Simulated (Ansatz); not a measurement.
The first iterations of a band of CH4BS (7 atoms, charge 0, multiplicity 2).

The calculation used UKS PBE/def2-SVP in Ansatz.

```yaml
movable_images: 5
climbing_image: yes
spring: 5.0 eV/Å²
optimiser: quadratic models (default)
start_path: through a guess of the saddle point
force_threshold: 0.03 eV/Å
iteration_limit: 60
end_points: relaxed
```

First end point:

```xyz
7
Properties=species:S:1:pos:R:3
C -0.880 0.461 -0.161
B 0.214 -0.571 0.246
S 1.972 -0.436 0.047
H -1.591 -0.015 -0.871
H -0.504 1.400 -0.624
H -1.490 0.731 0.729
H 2.341 -1.637 0.588
```

Last end point:

```xyz
7
Properties=species:S:1:pos:R:3
C -0.851 0.490 -0.223
B 0.480 -0.311 -0.332
S 1.544 -0.852 0.980
H -1.675 -0.103 -0.677
H -0.783 1.415 -0.836
H -1.155 0.775 0.808
H 2.502 -1.482 0.234
```

| iteration | highest image above the first end (eV) | largest band force component (eV/Å) |
| --- | --- | --- |
| 1 | 3.782 | 24.855 |
| 2 | 0.866 | 6.832 |
| 3 | 0.510 | 3.290 |

**Question.** Does the band converge within its limit, and where does its top end?

**Answer.** It converged. It ended after 11 iterations with the highest image 0.020 eV above the first end. A vibrational analysis at the climbing image gives one clearly imaginary mode, 130i cm⁻¹: a first-order saddle point.

Run time: 2.2 min on 1 thread of Arm Neoverse V1, with other jobs on the host, peak memory 0.13 GiB.
